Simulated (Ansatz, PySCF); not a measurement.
Gas-phase enthalpy of formation at 298 K, by the atomisation route, of C (CH4) (SMILES; CH4, methane). Geometries: B3LYP-D3(BJ)/def2-TZVP minima from Ansatz (an electronic-structure program). Cores are frozen in the correlated levels unless marked. Open shells are spin-unrestricted. No spin-orbit coupling. No relativistic terms. Basis-set limits of correlation are two-point, X^-3; Hartree-Fock from the larger set. Thermal terms are rigid-rotor harmonic-oscillator values from B3LYP-D3(BJ) frequencies (PySCF) at 298.15 K and 1 atm. 1 Eh = 627.5095 kcal/mol.

```tsv
species	count	E, CCSD(T)/CBS(def2-TZVPPD,def2-QZVPPD) (Ansatz) (Eh)	E, PBE/def2-TZVPD (Ansatz) (Eh)	measured ΔHf at 0 K (kcal/mol)	H(298) - H(0) of the element (kcal/mol)
C (CH4)	1	-40.45806	-40.46301	-	-
C atom	1	-37.78954	-37.79605	169.98	0.25
H atom	4	-0.49998	-0.49962	51.63	1.01
```

Molecule: zero-point energy 27.98, H(298) - H(0) 2.39 kcal/mol. The route leaves out scalar relativity and anharmonic zero-point terms, the atoms' spin-orbit terms, and in the frozen-core level the core correlation. Atomic data: G2/97 table in ASE.

Question: Work out De, D0 and ΔHf at 0 and 298 K at both levels, and their errors against the measured value.

Answer: 
The atoms' values sum to 376.50 (0 K) and 4.29 (thermal), in kcal/mol.
- CCSD(T)/CBS(def2-TZVPPD,def2-QZVPPD): De = 419.55; D0 = 419.55 - 27.98 = 391.57; ΔHf(0 K) = 376.50 - 391.57 = -15.07; ΔHf(298 K) = -15.07 + 2.39 - 4.29 = -16.97; error +0.8.
- PBE/def2-TZVPD: De = 419.48; D0 = 419.48 - 27.98 = 391.50; ΔHf(0 K) = 376.50 - 391.50 = -15.00; ΔHf(298 K) = -15.00 + 2.39 - 4.29 = -16.90; error +0.9.
Measured: -17.8 kcal/mol (Active Thermochemical Tables 1.112 (ions: stationary electron), as tabulated in the package chemicals).
